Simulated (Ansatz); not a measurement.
Input file:

```yaml
crystal:
  periodic: [false, false, false]
  atoms:
    - {symbol: Si, position_ang: [0.000000, 0.000000, 0.000000]}
    - {symbol: H, position_ang: [0.000000, 0.000000, 1.336000]}
basis:
  gaussian: {orbitals: def2-SVP}
magnetization: {spin_polarized: false, initial_magnetization: 3}
correlation: {method: sc_nevpt2, electrons: all, active_space: {window: {electrons: 5, orbitals: 5}, states: [{multiplicity: 4, irrep: E1u, weights: [1]}]}}
scf: {lower_state_search: light}
```

```sh
$ ansatz run in.yaml --threads 1 --pin off --events-out ev --progress --plain --max-ram 2393MiB
```

(1) One thing in this input was set wrong on purpose, beside settings that are merely unusual. What is the gravest fault, and what does the program do?

Answers

(1) Irrep not in the group. How the run ends: stopped by an error.
```
329 factors; integrals over basis functions are off by at most 2.4e-7 eV
mean field evaluation 1: about -7871.2144 eV, gradient 6.9e0 eV
mean field evaluation 2: about -7871.2146 eV, gradient 6.9e0 eV
mean field evaluation 4: about -7871.9832 eV, gradient 9.7e-1 eV
mean field evaluation 8: about -7872.0103 eV, gradient 2.0e-3 eV
mean field -7872.01031300 eV, -289.2910431626 hartree, gradient 1.4e-6 eV, S^2 3.750000; 0 other end points of the search recorded, 0 dependent functions left out
reference -7872.01031300 eV, -289.2910431626 hartree; 9, 6 occupied and 14, 17 virtual orbitals, 329 factors
Error: the irrep E1u is not accepted for these orbitals, which take A1, B1, B2, A2, or 1 to 4
```
